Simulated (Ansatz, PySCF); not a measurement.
Species: CH3 (charge 0, doublet). SMILES: [CH3]
Geometry from a B3LYP-D3(BJ)/def2-TZVP (Ansatz, an electronic-structure program) optimisation:
```xyz
4

C      0.0000     0.0000     0.0000
H      0.0036     1.0786    -0.0270
H      0.9326    -0.5425     0.0110
H     -0.9362    -0.5361     0.0160
```
Charge 0, spin multiplicity 2.

M06-2X/6-31G* (5d) beside other levels, property by property. Terms: dispersion terms only where a functional's name holds one; spin-orbit terms left out; six Cartesian d functions in 6-31G* and its kin unless marked 5d; each state is the SCF solution reached for its charge and spin; atomisation electronic, to ground-state atoms; valence correlation only; non-relativistic; open shells spin-unrestricted. CBS(X,Y): correlation extrapolated as X^-3; Hartree-Fock from the larger set. Ab initio and DFT rows: single points at B3LYP-D3(BJ) geometries (Ansatz), with unscaled harmonic terms from B3LYP/6-31G* at its own minima, enthalpies of formation by atomisation with measured atoms.

Measured values: Active Thermochemical Tables 1.112 (ions: stationary electron), as tabulated in the package chemicals; they hold spin-orbit and core effects, anharmonicity. Coupled cluster (Ansatz) is a level with limits of its own, used here on species with T1 under 0.025 (0.045 for open shells) and stable references: CCSD(T)/CBS(aug-cc-pVTZ,aug-cc-pVQZ).

| property | M06-2X/6-31G* (5d) (PySCF) | HF/6-31G* (Ansatz) | B3LYP/6-31G* (Ansatz) | B3LYP/def2-TZVPD (Ansatz) | to compare with |
|---|---|---|---|---|---|
| atomisation energy (kcal/mol) | 305.1 | 240.6 | 308.2 | 309.3 | 307.1 coupled cluster |
| enthalpy of formation at 298 K (kcal/mol) | 37.8 | 102.3 | 34.6 | 33.5 | 35.0 measured |
| vertical ionisation energy to the singlet (eV) | 9.62 | 8.93 | 9.75 | 9.91 | 9.78 coupled cluster |

As the rows show:
- atomisation energy: M06-2X/6-31G* (5d) lies 2.0 kcal/mol below coupled cluster.
- enthalpy of formation at 298 K: M06-2X/6-31G* (5d) lies 2.8 kcal/mol above the measured value.
- vertical ionisation energy to the singlet: M06-2X/6-31G* (5d) lies 0.16 eV below coupled cluster.

The properties are those with a value to compare with, at most eight drawn at random. No case is left out for the size of its miss. Left out are saddle points of the reference geometry, anions that the best level run finds unbound, excited spin states, species near biochemistry, cases with under five habitual levels, runs that failed or whose electronic state is in doubt, and table entries that another table contradicts.
